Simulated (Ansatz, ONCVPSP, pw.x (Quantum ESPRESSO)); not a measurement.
S (Z = 16): does the ONCV potential hold in the solid?

```json
{"Element": "sulfur", "Generator": "ONCVPSP 4.0.1.1 (patched build)", "Type": "optimised norm-conserving Vanderbilt (ONCV)", "Functional": "PBEsol", "Relativity": "scalar-relativistic", "Frozen core": "[Ne]", "Valence charge": "6", "Reference configuration": "3s2 3p4", "Partial waves": "3s: rc 1.50 bohr, ncon 5, nbas 8, qcut 5.3 1/bohr, 2 projectors, debl 3.9 Ha; 3p: rc 1.75 bohr, ncon 4, nbas 8, qcut 4.5 1/bohr, 3 projectors, debl 3.7 Ha", "Local potential": "polynomial inside 1.00 bohr (lpopt 5, dvloc0 1 Ha)", "Core correction": "Teter function, fcfact 4.25, rcfact 1.65"}
```

Atomic tests: cutoffs needed: 13 Ha and 26 Ha (the cutoffs (Ha) at which the residual kinetic energy of the hardest occupied pseudo-wave falls to 1 and 0.1 mHa per electron); ghost test: no bound ghost flagged; GHOST(+) flagged for s at 161.2 eV; largest excitation error: -83 meV (all-electron minus pseudo) for 3s2 3p0, out of 4 test configurations.

Crystal test: diamond S in pw.x 7.5, no spin, 8³ k-points, Fermi–Dirac smearing 0.01 Ry, cutoffs 60/240 Ry. The reference is all-electron LAPW (Ansatz 0.2.0) with the same functional, mesh and smearing; V0 and B0 come from Birch–Murnaghan fits to the pressures at five volumes. Errors are pseudo minus all-electron; Δ is the rms difference of the E(V) curves that follow from these fits, minima aligned, over ±6 % about the mean V0. Mesh and smearing are coarse, so the numbers serve the comparison and aren't converged zero-temperature values; the lattice is a test structure that the element need not adopt.

```json
{"V (Å³/atom)": "21.779", "P all-electron (GPa)": "2.82", "P pseudo (GPa)": "4.08"}
{"V (Å³/atom)": "22.352", "P all-electron (GPa)": "1.35", "P pseudo (GPa)": "2.48"}
{"V (Å³/atom)": "22.925", "P all-electron (GPa)": "0.04", "P pseudo (GPa)": "1.06"}
{"V (Å³/atom)": "23.498", "P all-electron (GPa)": "-1.13", "P pseudo (GPa)": "-0.21"}
{"V (Å³/atom)": "24.071", "P all-electron (GPa)": "-2.18", "P pseudo (GPa)": "-1.35"}
```

All-electron: a0 = 5.683 Å (V0 = 22.94 Å³/atom), B0 = 49.4 GPa.

Pseudopotential: mean pressure error (GPa): +1.03; a0 (Å): 5.720; a0 error (%): +0.66; B0 error (%): +1.2; Δ (meV/atom): 5.0. This is a poor potential for the solid.

At the middle volume, how do free energy and pressure move when the wave cutoff is lowered (ecutrho kept at four times it)?

```csv
cutoff (Ry),shift of F (meV/atom),shift of P (GPa)
27,+54.7,-1.63
36,+13.7,+0.03
48,+5.2,-0.08
```

The run at the middle volume (29 k-points, 7 iterations) took about 23 s on one core of a shared host (Neoverse-N1, 64 threads, 124 GiB, load 54).
